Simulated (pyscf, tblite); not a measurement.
`[F][C]([F])([F])[F]` + `[Cl]` [doublet] → `[F][Cl]` + `[F][C]([F])[F]` [doublet]: energy along the mass-weighted descent from the GFN2-xTB with spin polarisation saddle (tblite), relative to the relaxed reactant side, a complex of the molecules.

| s (amu^1/2 bohr) | E (kcal/mol) |
|---|---|
| -14.4 | 0.6 |
| -13.0 | 0.7 |
| -11.5 | 0.9 |
| -10.1 | 1.0 |
| -8.52 | 1.3 |
| -7.08 | 1.8 |
| -5.64 | 4.9 |
| -4.20 | 22.4 |
| -2.76 | 44.4 |
| -1.32 | 57.5 |
| 0.120 | 59.2 |
| 0.504 | 59.2 |
| 0.903 | 59.1 |
| 1.25 | 59.0 |
| 1.72 | 58.9 |

The GFN2-xTB with spin polarisation barrier from the reactant side is 247.8 kJ/mol. What does ωB97X-D3(BJ) (PySCF) give from its own reactant-side minimum, in def2-SVP and in def2-TZVP?

344.0 kJ/mol in the double-zeta basis after reoptimising the saddle, and 314.9 kJ/mol in the triple-zeta single point, so the tight-binding barrier lies 67.1 kJ/mol under the latter. The imaginary mode goes from 260i to 407i cm⁻¹.
